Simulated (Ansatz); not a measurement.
# Active spaces for Li2O, singlet

Computed with Ansatz's Gaussian-basis code (development build). Basis def2-SVP, nonrelativistic, 1 orbital frozen in the corrections. State-specific CASSCF; RHF is the lowest restricted (open-shell) Hartree–Fock solution met. Small basis; these aren't basis-limit values. Solutions may break the symmetry of the shape. The lowest solution met needn't be the lowest there is, nor hold the orbitals that a chemist would pick.

Geometry. A bond is stretched, to 1.66 times the sum of the covalent radii.

```xyz
3

Li    0.0000    0.0000    3.2120
O     0.0000    0.0000    0.0000
Li    0.0000    0.0000   -1.6060
```

Task: What do CASSCF and its corrections give against RHF in CAS(6,6), and what are the occupations?

Result: CASSCF -3.884 eV, SC-NEVPT2 -6.903 eV; occupations 1.98, 1.98, 1.00, 1.00, 0.02, 0.02.
